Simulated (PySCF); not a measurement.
Input file for PySCF: R-B3LYP/6-31G* on C2H2 (SMILES C#C) with ghost functions.

```python
from pyscf import gto, scf, dft, mp
from pyscf.data.elements import chemcore

mol = gto.M(
    atom='''
    C    -0.59487189   -0.12410388   -3.59963780
    H    -1.65687689   -0.12406088   -3.60555880
    C     0.61696711   -0.12419788   -3.59640880
    H     1.67899311   -0.12432688   -3.59660480
    ghost-C   -0.00908489    0.10502312    2.99262020
    ghost-H   -0.00569089    0.07128812    1.92932320
    ghost-C   -0.01302189    0.14331312    4.20408520
    ghost-H   -0.01628789    0.17668912    5.26499620
    ''',
    basis='6-31g*',
    cart=True,
    charge=0, spin=0, verbose=3, max_memory=1800)
mf = dft.RKS(mol, xc='b3lyp')
mf.conv_tol = 1e-8
mf.max_cycle = 100
mf.kernel()
if not mf.converged:
    mf = mf.newton().run(mf.mo_coeff, mf.mo_occ)
```

Output:

```
converged SCF energy = -77.3255192003862
```

The calculation finished and met its thresholds.

Cost: roughly 2.0 core-seconds.
